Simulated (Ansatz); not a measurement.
Geometry optimisation, RKS B3LYP-D4/def2-TZVP (Ansatz).

Input file:

```yaml
crystal:
  periodic: [false, false, false]
  atoms:
    - { symbol: S, position_ang: [-1.82938, -0.81201, 0.05892] }
    - { symbol: Si, position_ang: [0.00377, 0.0278, -0.03875] }
    - { symbol: S, position_ang: [1.80889, -0.56607, 0.64253] }
    - { symbol: H, position_ang: [-3.19431, -0.92112, -0.11273] }
total_charge: -1
basis:
  gaussian: { orbitals: def2-TZVP }
hamiltonian:
  xc: b3lyp
  dispersion: d4
relax:
  f_tol: 0.02
  max_steps: 50
```

Launched with:

```bash
$ ansatz run input.yaml --threads 2 --pin off --max-ram 3072MiB --backend cpu --events-out ev --progress --plain --runs-dir out
```

Problem. Where does it end, and by what steps?

Solution. The run converged. Limits of this set-up: an anion without diffuse functions, the dipole of an ion depends on the origin. After 10 steps the energy has fallen by 2.062 eV; S1 moved furthest, 0.56 Å.

```tsv
step	energy less start (eV)	largest force component (eV/Å)	accepted
0	0.0000	4.037	yes
1	-0.8692	1.776	yes
2	-1.4419	1.057	yes
3	-1.6497	1.330	yes
4	-1.7688	0.987	yes
5	-1.8953	1.080	yes
6	-2.0475	0.381	yes
7	-2.0610	0.139	yes
8	-2.0623	0.036	yes
9	-2.0623	0.029	yes
10	-2.0624	0.001	yes
```

```xyz
4
Properties=species:S:1:pos:R:3
S -1.809 -1.296 0.333
Si -0.147 0.217 -0.154
S 1.541 -0.614 0.605
H -2.797 -0.578 -0.234
```

Whether the end is a true minimum wasn't checked by a vibrational analysis.

Run time: 17 s on 2 threads of Arm Neoverse V2, with other jobs on the host, peak memory 0.21 GiB.
